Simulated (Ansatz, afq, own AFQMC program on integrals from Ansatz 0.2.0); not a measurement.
AFQMC on a folder of integrals that Ansatz 0.2.0 wrote.

```yaml
crystal:
  periodic: [false, false, false]
  atoms:
    - {symbol: Ge, position_ang: [0.000000, 0.000000, 1.430501]}
    - {symbol: N, position_ang: [0.000000, 0.000000, -0.213910]}
    - {symbol: H, position_ang: [0.000000, 0.000000, -1.216591]}
basis:
  gaussian: {orbitals: cc-pVDZ}
magnetization: {spin_polarized: false}
correlation: {method: ccsd_t, electrons: outside_noble_gas, hamiltonian_folder: ham}
```

```sh
$ ansatz run in.yaml --threads 1 --pin off --events-out ev --progress --plain --max-ram 1843MiB
```

Options of the walk:

```
--method phaseless --trial hf --walkers 200 --populations 1 --least-time 40 --time-step 0.005 --steps-per-block 20 --equilibration-blocks 112 --max-blocks 600 --target-error 0.00114 --factor-cut 1e-05 --seed 8615 --taylor-order 6
```

Times are imaginary, in 1/Eh. The walk had a cap of 512 s. Filled inner d shells are frozen with the cores.

```
orbitals 31  electrons 5 5  factors 237 of 509
reference energy -2130.33522597 Eh
CCSD correlation -0.26800863 Eh in 11 cycles, weight of the determinant in the CISD state 0.8627
energy of the start -2130.335226 Eh
 block  time / (1/Eh)  mean weight  energy / Eh
     1     0.100  1.0019  -2130.395215
     2     0.200  1.0004  -2130.435744
     3     0.300  1.0021  -2130.466173
     4     0.400  1.0021  -2130.487393
     5     0.500  1.0017  -2130.514518
     7     0.700  1.0014  -2130.601604
     9     0.900  1.0014  -2130.631774
    18     1.800  1.0007  -2130.611387
    52     5.200  1.0003  -2130.631639
    86     8.600  0.9990  -2130.606920
   120    12.000  1.0005  -2130.619106
   154    15.400  1.0017  -2130.645505
   188    18.800  1.0008  -2130.626471
   222    22.200  1.0003  -2130.619298
   256    25.600  0.9994  -2130.630416
   290    29.000  0.9994  -2130.604596
   324    32.400  1.0005  -2130.703960
   358    35.800  1.0009  -2130.744405
   392    39.200  1.0000  -2130.614993
   426    42.600  0.9993  -2130.592852
   460    46.000  0.9993  -2130.622270
   477    47.700  1.0000  -2130.572257
   494    49.400  0.9990  -2130.615302
   528    52.800  1.0012  -2130.606133
   562    56.200  0.9994  -2130.664734
   596    59.600  0.9988  -2130.650797
   630    63.000  1.0012  -2130.620645
   664    66.400  1.0003  -2130.594291
   698    69.800  0.9982  -2130.633053
blocks merged  error / Eh  count
     1  0.001381  600
     2  0.001861  300
     4  0.002474  150
     8  0.003196  75
    16  0.004223  37
    32  0.005369  18
    64  0.006033  9
energy -2130.627492 +/- 0.005369 Eh
(rows thinned)
```

(1) Estimate how long the walk took on 1 thread of Arm Neoverse V1, on a shared host.

The run failed at least one of its tests; the cautions name the faults. The second half of the sampling lies above the first by 2.1 errors of their difference, so the energy may still be moving and its error bar be too small.

Against this walk (error 146.1 meV) on the same determinant: CCSD(T) 299.2 meV higher. The error is statistical and leaves out the bias of the constraint. None of these is a sure reference here.

Cautions: constraint bias not in the error; error not settled; error above the target (146.1 against 31.0 meV); no relativity below Rb; no spin-orbit coupling; inner d shell frozen; higher spins were not checked; restricted determinant unstable towards unrestricted (UHF 5 meV lower, ⟨S²⟩ 0.10); raised T1 diagnostic (T1 0.029, weight of the determinant 0.86, largest double 0.10).

Answers

(1) 3.3 min of wall time.

A walk keeps the symmetry of its determinant, which the program's search chose and which needn't be the lowest solution, so a lower state of the same spin and another symmetry isn't excluded.
